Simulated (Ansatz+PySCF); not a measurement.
The numbers below are computed, except where a source is named.
Input for Ansatz (development build ahead of 0.2.0):

```yaml
crystal:
  periodic: [false, false, false]
  atoms:
    - { symbol: C, position_ang: [0.0, 0.0, -0.59305] }
    - { symbol: O, position_ang: [0.0, 0.0, 0.44479] }
basis:
  gaussian: { orbitals: def2-SVP }
magnetization:
  spin_polarized: true
hamiltonian:
  xc: hf
correlation:
  method: ccsd_t
  frozen_orbitals: { C: 1, O: 1 }
scf:
  omitted_lower_state_checks: [stability, starts, atomic_configurations, cluster_reference, orbital_swaps, given_window_search, neighbouring_geometries, increment]
```

The input is written out in the form of the current development build from the run's settings.

Results

| Quantity | Value |
| --- | --- |
| Converged | yes |
| Reference energy | -112.63134 hartree |
| CCSD correlation energy | -0.28188 hartree |
| Triples correction | -0.00874 hartree |
| Total energy | -112.92196 hartree |
| Spin squared of the determinant | 0.000 |
| Largest doubles amplitude | 0.07 |
| Occupied orbitals by symmetry in an Abelian subgroup (alpha; beta) | 5 A1 1 B1 1 B2; 5 A1 1 B1 1 B2 |
